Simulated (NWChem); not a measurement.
System: fluoromethane (CH3F); SMILES CF

The following NWChem deck was run.

```
start job
memory heap 200 mb stack 900 mb global 1100 mb
geometry units angstroms noautosym nocenter noautoz
  C      0.000000     0.000000    -0.601791
  F      0.000000     0.000000     0.761623
  H      0.732586     0.732586    -0.979623
  H      0.268145    -1.000731    -0.979623
  H     -1.000731     0.268145    -0.979623
end
basis spherical
  * library 6-31g*
end
dft
  xc hfexch
  iterations 150
  mulliken
end
task dft energy
esp
  recalculate
  probe 0.07
  range 0.3
  factor 1.0
  spacing 0.02
end
task esp
```

Parts of the log:

```
             Northwest Computational Chemistry Package (NWChem) 7.3.0
             --------------------------------------------------------

                             Geometry "geometry" -> ""
                             -------------------------

 Output coordinates in angstroms (scale by  1.889725989 to convert to a.u.)

  No.       Tag          Charge          X              Y              Z
 ---- ---------------- ---------- -------------- -------------- --------------
    1 C                    6.0000     0.00000000     0.00000000    -0.60179100
    2 F                    9.0000     0.00000000     0.00000000     0.76162300
    3 H                    1.0000     0.73258600     0.73258600    -0.97962300
    4 H                    1.0000     0.26814500    -1.00073100    -0.97962300
    5 H                    1.0000    -1.00073100     0.26814500    -0.97962300

 Effective nuclear repulsion energy (a.u.)      37.5326405142

  xc_inp: hfexch multiplicative factor not found.

                                 NWChem DFT Module
                                 -----------------

 Summary of "ao basis" -> "ao basis" (spherical)
 ------------------------------------------------------------------------------
       Tag                 Description            Shells   Functions and Types
 ---------------- ------------------------------  ------  ---------------------
 C                           6-31g*                  6       14   3s2p1d
 F                           6-31g*                  6       14   3s2p1d
 H                           6-31g*                  2        2   2s

            General Information
            -------------------
          SCF calculation type: DFT
          Wavefunction type:  closed shell.
          No. of atoms     :     5
          No. of electrons :    18
           Alpha electrons :     9
            Beta electrons :     9
          Charge           :     0
          Spin multiplicity:     1
          Use of symmetry is: off; symmetry adaption is: off
          Maximum number of iterations: 150
          AO basis - number of functions:    34
                     number of shells:    18
          Convergence on energy requested:  1.00D-06
          Convergence on density requested:  1.00D-05
          Convergence on gradient requested:  5.00D-04

              XC Information
              --------------
                     Hartree-Fock (Exact) Exchange  1.000

      Superposition of Atomic Density Guess
      -------------------------------------

 Sum of atomic energies:        -138.52728379

      Non-variational initial energy
      ------------------------------

 Total energy =    -139.188626
 1-e energy   =    -265.328910
 2-e energy   =      88.607643
 HOMO         =      -0.424330
 LUMO         =       0.172518

     ---------------------------------------------
      Total Density - Mulliken Population Analysis
     ---------------------------------------------

    Atom       Charge   Shell Charges
 -----------   ------   -------------------------------------------------------
    1 C    6     6.04   2.00  0.69  1.75  0.63  0.92  0.06
    2 F    9     9.48   2.00  0.95  3.42  1.00  2.11  0.01
    3 H    1     0.83   0.48  0.34
    4 H    1     0.83   0.48  0.34
    5 H    1     0.83   0.48  0.34

   convergence    iter        energy       DeltaE   RMS-Dens  Diis-err
 ---------------- ----- ----------------- --------- --------- ---------
 d= 0,ls=0.0,diis     1   -139.0023044217 -1.77D+02  8.50D-03  2.56D-01
 d= 0,ls=0.0,diis     2   -139.0264401337 -2.41D-02  3.11D-03  6.40D-02
 d= 0,ls=0.0,diis     3   -139.0317601723 -5.32D-03  7.66D-04  2.03D-03
 d= 0,ls=0.0,diis     4   -139.0320268507 -2.67D-04  1.95D-04  7.58D-05
 d= 0,ls=0.0,diis     5   -139.0320381798 -1.13D-05  6.98D-05  5.38D-06
  Resetting Diis
 d= 0,ls=0.0,diis     6   -139.0320394858 -1.31D-06  2.42D-05  3.96D-07
 d= 0,ls=0.0,diis     7   -139.0320395943 -1.08D-07  2.62D-06  8.98D-09

         Total DFT energy =     -139.032039594307
      One electron energy =     -266.734719588517
           Coulomb energy =      106.506200890523
    Exchange-Corr. energy =      -16.336161410557
 Nuclear repulsion energy =       37.532640514243

 Numeric. integr. density =        0.000000000000

                       DFT Final Molecular Orbital Analysis
                       ------------------------------------

[...]

                     NWChem Electrostatic Potential Fit Module
                     -----------------------------------------

 Atom parameters

 Number of atoms is                                    5
 Number of basis functions is                         34

 Grid parameters

 Maximum number of grid points is                  25531
 Number of grid points is                          25530
 Grid range                                     0.300000 nm
 Grid spacing                                   0.020000 nm
 Probe radius                                   0.070000 nm
 Atom radius factor                             1.000000

 Atomic radii

    1    0.100000
    6    0.147000
    9    0.128000
 FASTESP  F
  using M.O. file = ./job.movecs

    Atom              Coordinates                           Charge

                                                  ESP

    1 C     0.000000    0.000000   -0.060179    0.226728
    2 F     0.000000    0.000000    0.076162   -0.290131
    3 H     0.073259    0.073259   -0.097962    0.020564
    4 H     0.026815   -0.100073   -0.097962    0.021420
    5 H    -0.100073    0.026815   -0.097962    0.021420
                                            ------------
                                                0.000000

 Dipole moment                                  0.792788

 Quadrupole moment Qxx                          0.096250
                   Qyy                          0.096250
                   Qzz                         -0.192500

 RMS deviation kJ/mol                           0.053461

 RRMS %                                        19.519174
```

Level: Hartree-Fock/6-31G* (spherical d). Geometry: optimised at PBE0/def2-SVP.
